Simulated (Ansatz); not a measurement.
Input file:

```yaml
crystal:
  periodic: [false, false, false]
  atoms:
    - {symbol: Ga, position_ang: [0.049172, -0.100512, 1.340910]}
    - {symbol: O, position_ang: [-0.086016, 1.154945, -0.112721]}
    - {symbol: Ga, position_ang: [-0.009737, -0.155034, -1.341967]}
    - {symbol: H, position_ang: [-1.362450, -0.655763, 1.862421]}
basis:
  gaussian: {orbitals: cc-pVDZ}
magnetization: {spin_polarized: true, initial_magnetization: 1}
hamiltonian: {xc: {name: SPW92}}
```

```sh
$ ansatz run in.yaml --threads 1 --pin off --events-out ev --progress --plain --max-ram 2393MiB
```

The program prints:

```
949 factors; their error is unknown
mean field evaluation 1: about -106627.9817 eV, gradient 4.9e1 eV
mean field evaluation 2: about -106448.9596 eV, gradient 1.4e2 eV
mean field evaluation 4: about -106636.1821 eV, gradient 1.6e1 eV
mean field evaluation 8: about -106637.9712 eV, gradient 6.5e-1 eV
mean field evaluation 16: about -106637.9493 eV, gradient 8.8e-4 eV
mean field -106637.94926191 eV, -3918.8723535769 hartree, gradient 8.1e-5 eV, S^2 0.751970; 2 other end points of the search recorded, 0 dependent functions left out
reference -106637.94929492 eV, -3918.8723547901 hartree; 36, 35 occupied and 37, 38 virtual orbitals, 949 factors
Total energy: -106637.94929492 eV, -3918.8723547901 hartree
```

Ran on 1 thread of Arm Neoverse V1, shared host: 2.3 s wall, 0.11 GiB peak host memory.
